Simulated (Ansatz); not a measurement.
B₃H₂⁺. The state is a triplet with charge 1. Geometry r2SCAN-D4/def2-TZVP, that of the neutral doublet; atoms count from 1.

Cartesian coordinates in Å:
```
B 0.113 -0.134 1.279
B 0.775 0.586 0.097
B -0.757 -0.607 0.108
H -1.478 -1.022 -0.732
H 1.347 1.177 -0.752
```

The structure comes from a short search, and lower isomers may exist.

(1) Estimate the Mulliken populations from the PBE0/def2-TZVP orbitals of Ansatz.

(2) Where does the spin sit?

(3) And the Mayer bond orders between heavy atoms (over 0.3)?

Results:

(1) 
```csv
atom,charge (e),spin (α − β)
B1,0.08,0.96
B2,0.25,0.52
B3,0.25,0.52
H4,0.21,-0.01
H5,0.21,-0.01
```
Mulliken values depend strongly on the basis.

(2) Summed by element: B 2.01, H -0.01, of 2 unpaired in all. Largest on single atoms: B1 0.96, B2 0.52, B3 0.52.

(3) B1–B2 1.44 (1.53 Å); B1–B3 1.44 (1.53 Å); B2–B3 0.56 (1.94 Å).
